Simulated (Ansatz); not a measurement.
Born–Oppenheimer molecular dynamics of CMgN (3 atoms, charge 0, multiplicity 2). It starts from a relaxed structure.

Computed with UKS B3LYP-D4/def2-SVP (Ansatz).

* ensemble: NVE (velocity Verlet)
* time step: 2 fs
* steps asked: 150
* starting velocities drawn for: 1500 K
* seed: 345923

First frame:

```xyz
3
Properties=species:S:1:pos:R:3
N -0.652 1.304 -0.212
C -0.137 0.271 -0.045
Mg 0.789 -1.575 0.257
```

**Question.** How far do the bonds stretch over the last three quarters of this one trajectory? (Pairs bonded in most of those frames.)

**Answer.** 
| bond | mean (Å) | spread (Å) | shortest | longest |
| --- | --- | --- | --- | --- |
| N1–C2 | 1.167 | 0.012 | 1.14 | 1.19 |
| C2–Mg3 | 2.116 | 0.122 | 1.92 | 2.30 |

Mean temperature of the second half: 756 K. The conserved energy stayed within 1.2 meV per atom of its start (net change 0.35 meV per atom), so the integration is sound. The temperature averaged 0.50 of the 1500 K drawn at the start: a run that starts near a minimum puts about half its kinetic energy into the potential. A run of 0.3 ps of so small a system gives no equilibrium averages.

The run took 12 min on 1 thread of AMD EPYC (Zen 3), with other jobs on the host, peak memory 0.12 GiB.
